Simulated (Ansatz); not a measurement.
**triplet C3H6: levels of theory compared**

Wanted: a comparison of 6 runs (U-r2SCAN/cc-pVDZ, U-r2SCAN0/cc-pVDZ, UBHLYP/cc-pVDZ, UHSE06/cc-pVDZ, UPBE/cc-pVDZ, RPA@PBE/cc-pVDZ) of triplet C3H6. 

Program for the calculation: Ansatz 0.2.0.

30 further runs of the same task are left out: 30 set aside as unsound or not needed.

**1. The structure to begin with**

C3H6: 9 atoms, total charge 0, spin state triplet. SMILES of the parent species: `C=CC`. The shape is that of a PBE0-D4/def2-TZVP optimisation. That shape belongs to the parent species and isn't relaxed for this state.

Bond lengths: C1–C2 1.325 Å, C2–C3 1.490 Å, C1–H4 1.086 Å, C1–H5 1.084 Å, C2–H6 1.088 Å, C3–H7 1.095 Å, C3–H8 1.095 Å, C3–H9 1.092 Å. Some angles: C1–C2–C3 125.1°, C1–C2–H6 118.7°, C3–C2–H6 116.2°, C2–C1–H4 121.4°, C2–C1–H5 121.6°, C2–C3–H7 111.0°, C2–C3–H8 111.0°, C2–C3–H9 111.5°, H4–C1–H5 117.0°, H7–C3–H8 106.6°.

**2. The energy at U-r2SCAN/cc-pVDZ (run 1)**

Input file in.yaml:

```yaml
basis:
  gaussian:
    orbitals: cc-pVDZ
crystal:
  periodic: [false, false, false]
  atoms:
    - {symbol: C, position_ang: [-1.129400, 0.554100, -0.580200]}
    - {symbol: C, position_ang: [0.157600, 0.266300, -0.447400]}
    - {symbol: C, position_ang: [0.744900, -0.543600, 0.656400]}
    - {symbol: H, position_ang: [-1.864800, 0.202700, 0.137400]}
    - {symbol: H, position_ang: [-1.495500, 1.149800, -1.408200]}
    - {symbol: H, position_ang: [0.857000, 0.641500, -1.192300]}
    - {symbol: H, position_ang: [1.261600, -1.425300, 0.264300]}
    - {symbol: H, position_ang: [1.490400, 0.033400, 1.212800]}
    - {symbol: H, position_ang: [-0.021900, -0.879100, 1.357300]}
hamiltonian:
  xc: {name: r2SCAN}
magnetization:
  spin_polarized: true
  initial_magnetization: 2
output: {orbitals: {seedname: orbitals}}
accuracy: high
```

On the command line:

```
ansatz run in.yaml --threads 1 --pin off --max-ram 3480MiB --events-out events.jsonl --progress --plain --runs-dir runs
```

The log of the run:

```text
Warning: RAYON_NUM_THREADS=1 ignored (pool sized by the plan → 1); use --threads N
Functional definition: r2SCAN
  name "r2SCAN"
  parameter k0 = 0.174
  parameter k1 = 0.065
  parameter a1 = 4.9479
  exchange = r2scan_x(k0 = k0, k1 = k1, a1 = a1)
  correlation = r2scan_c
1734 factors; integrals over basis functions are off by at most 3.1e-9 eV
mean field evaluation 1: about -3195.1670 eV, gradient 3.6e1 eV
mean field evaluation 2: about -3192.2129 eV, gradient 4.3e1 eV
mean field evaluation 4: about -3202.0152 eV, gradient 1.3e0 eV
mean field evaluation 8: about -3202.0197 eV, gradient 4.6e-2 eV
mean field evaluation 16: about -3202.0197 eV, gradient 1.7e-5 eV
mean field -3202.01974570 eV, -117.6720552476 hartree, gradient 4.2e-8 eV, S^2 2.010854; 0 other end points of the search recorded, 0 dependent functions left out
reference -3202.01974747 eV, -117.6720553126 hartree; 13, 11 occupied and 59, 61 virtual orbitals, 1734 factors
Total energy: -3202.01974747 eV, -117.6720553126 hartree
```

It took 11 s on 1 thread of Arm Neoverse V2, shared host; peak memory 0.34 GiB.

**3. A single-point energy at U-r2SCAN0/cc-pVDZ (run 2)**

Input file run.yaml:

```yaml
crystal:
  periodic: [false, false, false]
  atoms:
    - {symbol: C, position_ang: [-1.129400, 0.554100, -0.580200]}
    - {symbol: C, position_ang: [0.157600, 0.266300, -0.447400]}
    - {symbol: C, position_ang: [0.744900, -0.543600, 0.656400]}
    - {symbol: H, position_ang: [-1.864800, 0.202700, 0.137400]}
    - {symbol: H, position_ang: [-1.495500, 1.149800, -1.408200]}
    - {symbol: H, position_ang: [0.857000, 0.641500, -1.192300]}
    - {symbol: H, position_ang: [1.261600, -1.425300, 0.264300]}
    - {symbol: H, position_ang: [1.490400, 0.033400, 1.212800]}
    - {symbol: H, position_ang: [-0.021900, -0.879100, 1.357300]}
basis:
  gaussian:
    orbitals: cc-pVDZ
hamiltonian:
  xc: {name: r2SCAN0}
output: {orbitals: {seedname: orbitals}}
accuracy: high
magnetization:
  spin_polarized: true
  initial_magnetization: 2
```

On the command line:

```
ansatz run run.yaml --threads 1 --pin off --max-ram 3480MiB --events-out events.jsonl --progress --plain --runs-dir runs
```

The log of the run:

```text
Warning: RAYON_NUM_THREADS=1 ignored (pool sized by the plan → 1); use --threads N
Functional definition: r2SCAN0
  name "r2SCAN0"
  parameter a = 0.25
  parameter k0 = 0.174
  parameter k1 = 0.065
  parameter a1 = 4.9479
  exchange = (1 - a)*r2scan_x(k0 = k0, k1 = k1, a1 = a1) + a*exact_x
  correlation = r2scan_c
1734 factors; integrals over basis functions are off by at most 3.1e-9 eV
mean field evaluation 1: about -3197.1400 eV, gradient 2.9e1 eV
mean field evaluation 2: about -3197.8378 eV, gradient 2.7e1 eV
mean field evaluation 4: about -3201.7052 eV, gradient 7.4e-1 eV
mean field evaluation 8: about -3201.9206 eV, gradient 1.1e-1 eV
mean field evaluation 16: about -3201.9207 eV, gradient 2.5e-4 eV
mean field -3201.92073327 eV, -117.6684166079 hartree, gradient 4.0e-8 eV, S^2 2.011724; 0 other end points of the search recorded, 0 dependent functions left out
reference -3201.92073461 eV, -117.6684166571 hartree; 13, 11 occupied and 59, 61 virtual orbitals, 1734 factors
Total energy: -3201.92073461 eV, -117.6684166571 hartree
```

It took 14 s on 1 thread of Arm Neoverse V2, shared host; peak memory 0.37 GiB.

Runs 3 to 5 aren't shown in full; the table further down has their settings and results.

**4. A single-point energy at RPA@PBE/cc-pVDZ (run 6)**

in.yaml: that of step 2 with these lines changed.

```diff
@@ -1,4 +1 @@
-basis:
-  gaussian:
-    orbitals: cc-pVDZ
 crystal:
@@ -15,8 +12,7 @@
     - {symbol: H, position_ang: [-0.021900, -0.879100, 1.357300]}
-hamiltonian:
-  xc: {name: r2SCAN}
-magnetization:
-  spin_polarized: true
-  initial_magnetization: 2
-output: {orbitals: {seedname: orbitals}}
+basis:
+  gaussian: {orbitals: cc-pVDZ}
+magnetization: {spin_polarized: true, initial_magnetization: 2}
+correlation: {method: rpa, frozen_orbitals: {C: 1, H: 0}}
+hamiltonian: {xc: pbe}
 accuracy: high
```

On the command line:

```
ansatz run in.yaml --threads 1 --pin off --max-ram 3480MiB --events-out events.jsonl --progress --plain --runs-dir runs
```

The log of the run:

```text
Warning: RAYON_NUM_THREADS=1 ignored (pool sized by the plan → 1); use --threads N
Functional definition: PBE
  name "PBE"
  parameter kappa = 0.804
  parameter beta = 0.06672455060314922
  exchange = pbe_x(kappa = kappa, mu = beta*pi^2/3)
  correlation = pbe_c(beta = beta)
1734 factors; integrals over basis functions are off by at most 3.1e-9 eV
mean field evaluation 1: about -3190.5996 eV, gradient 3.9e1 eV
mean field evaluation 2: about -3190.5884 eV, gradient 3.9e1 eV
mean field evaluation 4: about -3199.0444 eV, gradient 3.5e0 eV
mean field evaluation 8: about -3199.1081 eV, gradient 1.6e-1 eV
mean field evaluation 16: about -3199.1082 eV, gradient 6.1e-6 eV
mean field -3199.10820078 eV, -117.5650579451 hartree, gradient 3.9e-8 eV, S^2 2.005953; 0 other end points of the search recorded, 0 dependent functions left out
3 core orbitals not correlated: weight in the atoms' cores, before any rotation towards them, 1.000 or more for the frozen orbitals, at most 0.000 for the correlated occupied ones
reference -3181.83942456 eV, -116.9304421243 hartree; 10, 8 occupied and 59, 61 virtual orbitals, 1734 factors
Total energy: -3199.75805483 eV, -117.5889396410 hartree
```

Wall time 9 s (1 thread of Arm Neoverse V2, shared host); peak memory 0.27 GiB.

**5. Overview of the runs**

| run | level | frozen core orbitals | energy (Eh) | HOMO energy (eV) | ⟨S²⟩ | wall time |
| --- | --- | --- | --- | --- | --- | --- |
| 1 | U-r2SCAN/cc-pVDZ | – | -117.672055 | -1.92 | 2.011 | 11 s |
| 2 | U-r2SCAN0/cc-pVDZ | – | -117.668417 | -3.15 | 2.012 | 14 s |
| 3 | UBHLYP/cc-pVDZ | – | -117.670642 | -3.92 | 2.009 | 6.9 s |
| 4 | UHSE06/cc-pVDZ | – | -117.588793 | -2.43 | 2.008 | 8.7 s |
| 5 | UPBE/cc-pVDZ | – | -117.565058 | -1.51 | 2.006 | 5.7 s |
| 6 | RPA@PBE/cc-pVDZ | 3 | -117.588940 | – | 2.006 | 9 s |

**6. Results**

| quantity | value |
| --- | --- |
| run 6: total energy | -117.58894 Eh |
| run 6: RPA correlation energy (valence) | -658.5 mEh |
| run 6: ⟨S²⟩ of the reference determinant | 2.006 |

**Reading.** Totals of different functionals can't be ranked against each other. All runs together took 56 s, the longest 14 s.
